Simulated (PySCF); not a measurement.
# Partial charges of [Al(CN)H3]-

Compound: [Al(CN)H3]-, CH3AlN (charge -1).
Cartesian coordinates in Å at the PBE0-D3(BJ)/def2-SVP level; atoms count from 1:
```xyz
6
CH3AlN angstrom
Al    -0.007    0.007   -0.635
C      0.009   -0.012    1.395
N      0.027   -0.030    2.561
H      1.552    0.023   -1.118
H     -0.801    1.358   -1.091
H     -0.781   -1.347   -1.113
```

Density: PBE0/pcSseg-1 (pcSseg-2 on Al) (PySCF); schemes: Mulliken, IAO, Hirshfeld and ESP-fitted. Geometry: PBE0-D3(BJ)/def2-SVP; no solvent, vibrations or thermal averaging. The pcSseg-1 basis has no diffuse functions, a weakness for an anion.

Question: Do the Mulliken, IAO, Hirshfeld and ESP-fitted schemes agree on where the charge is lowest?

Answer: All schemes agree: Mulliken N3 (-0.353); IAO N3 (-0.339); Hirshfeld N3 (-0.332); ESP-fitted N3 (-0.531).

Question: For which atoms does the sign change between the 4 schemes (beyond +0.03 e in one, beyond −0.03 e in another)?

Answer: C2. Atomic charges aren't observables, and each scheme defines them in its own way.

Question: Give the atomic charges in each scheme.

Answer: In e:

```
atom                    environment  Mulliken     IAO  Hirshfeld  ESP-fitted
 Al1  aluminium bonded to C and 3 H    +0.454  +0.240     +0.170      +0.513
  C2      carbon bonded to Al and N    -0.189  -0.157     -0.125      +0.069
  N3           nitrogen bonded to C    -0.353  -0.339     -0.332      -0.531
  H4                hydrogen on Al1    -0.304  -0.248     -0.238      -0.350
  H5                hydrogen on Al1    -0.304  -0.248     -0.238      -0.351
  H6                hydrogen on Al1    -0.304  -0.248     -0.238      -0.350
```

Mean size of the charges over all atoms: ESP-fitted 0.361 e, Mulliken 0.318 e, IAO 0.247 e, Hirshfeld 0.223 e. Each set sums to the total charge, -1, to within 0.001 e. The ESP scheme is a least-squares fit of atom-centred charges to the potential on four shells outside the van der Waals surface, with the total charge fixed.

Question: How many electrons does the Mulliken scheme count on C2?

Answer: Z − q = 6 − (-0.189) = 6.189.

Question: Sum the charges by element, for elements with more than one atom.

Answer: 
```json
{"element": "H", "atoms": "3", "Mulliken": "-0.912", "IAO": "-0.744", "Hirshfeld": "-0.713", "ESP-fitted": "-1.052"}
```
